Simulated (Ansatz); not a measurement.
Coupled-cluster run, C3H4FN (`NC1=C(F)C1`).

```yaml
crystal:
  periodic: [false, false, false]
  atoms:
    - {symbol: N, position_ang: [-1.073845, 1.080136, -0.501755]}
    - {symbol: C, position_ang: [-0.070811, 0.204179, -0.219824]}
    - {symbol: C, position_ang: [0.953055, -0.530715, -0.469037]}
    - {symbol: F, position_ang: [1.870287, -0.942576, -1.322406]}
    - {symbol: C, position_ang: [0.311579, -0.849381, 0.813590]}
    - {symbol: H, position_ang: [-1.437718, 1.576199, 0.296631]}
    - {symbol: H, position_ang: [-0.905272, 1.685199, -1.290418]}
    - {symbol: H, position_ang: [-0.321153, -1.739201, 0.917456]}
    - {symbol: H, position_ang: [0.762475, -0.530240, 1.758763]}
basis:
  gaussian: {orbitals: def2-SVP}
correlation: {method: ccsd_t}
```

```sh
$ ansatz run in.yaml --threads 2 --pin off --events-out ev --progress --plain --max-ram 4352MiB
```

Output of Ansatz, abridged:

```
Functional definition: HF
918 factors; integrals over basis functions are off by at most 1.2e-3 eV
mean field evaluation 1: about -7330.8182 eV, gradient 3.0e1 eV
mean field evaluation 2: about -7330.9488 eV, gradient 3.0e1 eV
mean field evaluation 4: about -7333.2290 eV, gradient 3.9e0 eV
mean field evaluation 8: about -7333.2760 eV, gradient 3.8e-4 eV
mean field -7333.27597212 eV, -269.4929213026 hartree, gradient 8.1e-6 eV, S^2 0.000000; 0 other end points of the search recorded, 0 dependent functions left out
5 core orbitals not correlated: weight in the atoms' cores, before any rotation towards them, 1.000 or more for the frozen orbitals, at most 0.000 for the correlated occupied ones
reference -7333.27597212 eV, -269.4929213026 hartree; 14, 14 occupied and 71, 71 virtual orbitals, 918 factors
second order -20.31129899 eV of doubles, -0.00000000 eV of singles
cycle   1  -20.52215304 eV  change   -2.1e-1 eV  update   9.9e-2
cycle   2  -20.99505469 eV  change   -4.7e-1 eV  update   3.0e-2
cycle   3  -21.12716356 eV  change   -1.3e-1 eV  update   1.5e-2
cycle   4  -21.12439096 eV  change    2.8e-3 eV  update   3.5e-3
cycle   5  -21.12388077 eV  change    5.1e-4 eV  update   1.5e-3
cycle   6  -21.12441728 eV  change   -5.4e-4 eV  update   4.2e-4
cycle   7  -21.12417674 eV  change    2.4e-4 eV  update   1.6e-4
cycle   8  -21.12408203 eV  change    9.5e-5 eV  update   5.1e-5
cycle   9  -21.12408420 eV  change   -2.2e-6 eV  update   2.1e-5
perturbative correction -0.68041964 eV, -0.0250049607 hartree
Total energy: -7355.08047597 eV, -270.2942220393 hartree
```

Hardware: 2 threads of an Arm Neoverse V2 on a shared host. Wall time 4.2 s, peak host memory 0.34 GiB.

The correlation energy is -21.805 eV, 3.1 % of it from (T); the T1 diagnostic reads 0.0114.
